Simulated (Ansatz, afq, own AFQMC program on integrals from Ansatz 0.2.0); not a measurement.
BH2⁺, singlet in cc-pVDZ, levels against full CI

```xyz
3

B    -0.0327    0.0000    0.0000
H     0.1751    0.0000   -1.1607
H     0.1751    0.0000    1.1607
```

Basis cc-pVDZ. Noble-gas cores (and the filled d shells of Ga–Kr and In–Xe) are frozen. Integrals, coupled cluster, full CI and functionals: Ansatz 0.2.0; the random walks run on the same integrals in our own AFQMC program. ph-AFQMC/CISD is guided by a CISD state made of CCSD amplitudes; releasing the constraint for a short imaginary time cuts its bias at the price of noise, slowly where states lie close. ± is one standard error of the sampling.

Determinant: RHF, the one that the program's search chose, which needn't be the lowest solution. The geometry is a point of a scan.

Full CI on the same integrals is exact in this basis and with this determinant's frozen core.

The T1 diagnostic is 0.0064 and the weight of the determinant in the CISD state is 0.959. The size of the correlated space is 4 electrons in 23 orbitals.

```csv
level,correlation energy (eV)
MP2,-1.5090
CCSD,-2.0009
CCSD(T),-2.0189
```

Q: Estimate where full CI lies against CCSD(T) on the same integrals.

A: 0.16 kcal/mol below CCSD(T).

Reference: full CI, correlation energy -2.026 eV. The released energy is read at 2.40 1/Eh (meV from the phaseless value at times in 1/Eh: -0.2 ± 0.6 at 0.24, -0.1 ± 0.5 at 0.51, -0.4 ± 0.4 at 0.99, -0.1 ± 0.3 at 1.62, -0.7 ± 0.3 at 2.40).

```csv
level,E − E(reference) (kcal/mol),share of correlation (%)
CCSD(T),0.16,99.65
CCSDT,0.01,99.97
CCSDT(Q),0.00,99.99
ph-AFQMC/CISD,0.01 ± 0.01,99.98
released AFQMC,-0.01 ± 0.008,100.01
```

CCSDT and higher add their correlation energy to the determinant of the CCSD(T) run, since their own runs factorise the integrals more tightly (a shift of under 2 meV). A walk keeps the symmetry of its determinant, which the program's search chose and which needn't be the lowest solution, so a lower state of the same spin and another symmetry isn't excluded. Released energies are given only where the last usable release times agree within the noise; a slower fall can still hide under it.
